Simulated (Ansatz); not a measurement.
# CH5OSi+ (SMILES O[CH+][SiH3]): single points off equilibrium

How do the functionals fare away from a minimum? The structure is a structure displaced at random from a GFN2-xTB minimum.

Method: single points in def2-TZVPP; program: Ansatz 0.2.0, Gaussian basis.

Correlated methods freeze the cores. B3LYP uses VWN-RPA correlation.

## (1) The starting structure

SMILES `O[CH+][SiH3]`, 8 atoms, charge 1, spin multiplicity 1.

Atoms are counted from 1 here; the program's logs count them from 0.

Bond lengths: O1–C2 1.263 Å, O1–H4 0.996 Å, C2–Si3 1.915 Å, C2–H5 1.119 Å, Si3–H6 1.500 Å, Si3–H7 1.463 Å, Si3–H8 1.475 Å. Angles: C2–O1–H4 118.0°, O1–C2–Si3 126.9°, O1–C2–H5 111.7°, Si3–C2–H5 121.4°, C2–Si3–H6 101.8°, C2–Si3–H7 102.3°, C2–Si3–H8 101.6°, H6–Si3–H7 117.2°, H6–Si3–H8 113.7°, H7–Si3–H8 116.7°.

Geometry (Å):

```xyz
8

O    -0.97830    0.42910   -1.43600
C    -0.00570    0.60910   -0.65030
Si    0.43100   -0.43440    0.89460
H    -1.59810   -0.32690   -1.24730
H     0.60230    1.50270   -0.94200
H     0.33210    0.58410    1.99110
H     1.76580   -0.93450    0.56520
H    -0.66360   -1.42360    0.90450
```

## (2) CCSD(T)/def2-TZVPP

run/in.yaml

```yaml
crystal:
  periodic: [false, false, false]
  atoms:
    - {symbol: O, position_ang: [-0.978300, 0.429100, -1.436000]}
    - {symbol: C, position_ang: [-0.005700, 0.609100, -0.650300]}
    - {symbol: Si, position_ang: [0.431000, -0.434400, 0.894600]}
    - {symbol: H, position_ang: [-1.598100, -0.326900, -1.247300]}
    - {symbol: H, position_ang: [0.602300, 1.502700, -0.942000]}
    - {symbol: H, position_ang: [0.332100, 0.584100, 1.991100]}
    - {symbol: H, position_ang: [1.765800, -0.934500, 0.565200]}
    - {symbol: H, position_ang: [-0.663600, -1.423600, 0.904500]}
basis:
  gaussian: {orbitals: def2-TZVPP}
total_charge: 1
correlation: {method: ccsd_t}
output: {forces: true}
```

No record of the launch command was kept for these runs.

## (3) PBE0-D4/def2-TZVPP

Changes to run/in.yaml since step 2:

```diff
@@ -14,3 +14,3 @@
 total_charge: 1
-correlation: {method: ccsd_t}
-output: {forces: true}
+hamiltonian: {xc: pbe0, dispersion: d4}
+output: {forces: true, orbitals: {seedname: orbitals}}
```

## (4) wB97M-V/def2-TZVPP

Changes to run/in.yaml since step 3:

```diff
@@ -14,3 +14,3 @@
 total_charge: 1
-hamiltonian: {xc: pbe0, dispersion: d4}
-output: {forces: true, orbitals: {seedname: orbitals}}
+hamiltonian: {xc: {name: wB97M-V}}
+output: {forces: true}
```

## (5) r2SCAN-D4/def2-TZVPP

Changes to run/in.yaml since step 4:

```diff
@@ -14,3 +14,3 @@
 total_charge: 1
-hamiltonian: {xc: {name: wB97M-V}}
+hamiltonian: {xc: r2scan, dispersion: d4}
 output: {forces: true}
```

## (6) PBE-D4/def2-TZVPP

Changes to run/in.yaml since step 5:

```diff
@@ -14,3 +14,3 @@
 total_charge: 1
-hamiltonian: {xc: r2scan, dispersion: d4}
+hamiltonian: {xc: pbe, dispersion: d4}
 output: {forces: true}
```

## (7) B3LYP-D4/def2-TZVPP

Changes to run/in.yaml since step 6:

```diff
@@ -14,3 +14,3 @@
 total_charge: 1
-hamiltonian: {xc: pbe, dispersion: d4}
+hamiltonian: {xc: {name: B3LYP}, dispersion: d4}
 output: {forces: true}
```

## (8) HSE06-D4/def2-TZVPP

Changes to run/in.yaml since step 7:

```diff
@@ -14,3 +14,3 @@
 total_charge: 1
-hamiltonian: {xc: {name: B3LYP}, dispersion: d4}
+hamiltonian: {xc: hse06, dispersion: d4}
 output: {forces: true}
```

(Steps that only read results are left out.)

Q: Predict the outcome of this session. Wanted: energy less free atoms, CCSD(T)/def2-TZVPP; RMS force component; RMS force error; HOMO and LUMO, PBE0-D4; T1 diagnostic.

The runs gave:

| quantity | value |
| --- | --- |
| energy less free atoms, CCSD(T)/def2-TZVPP | -1844.1 kJ/mol |
| RMS force component | 0.310 to 0.395 eV/Å over the methods |
| RMS force error | PBE0-D4 0.203, wB97M-V 0.146, r2SCAN-D4 0.134, PBE-D4 0.240, B3LYP-D4 0.115, HSE06-D4 0.201 eV/Å |
| HOMO and LUMO, PBE0-D4 | -15.56 and -9.06 eV |
| T1 diagnostic | 0.018 |

Against CCSD(T) the functionals' energies less atoms differ by -98.4 to -43.8 kJ/mol, PBE-D4 by -98.4 kJ/mol. The reference is not at the basis limit: in triple zeta CCSD(T) underbinds, which counts against methods that bind more; the gaps are no ranking. On forces the order runs from B3LYP-D4 to PBE-D4. Frozen-core CCSD(T) forces in triple zeta carry basis errors of their own, and this is one geometry, so small gaps rank nothing.
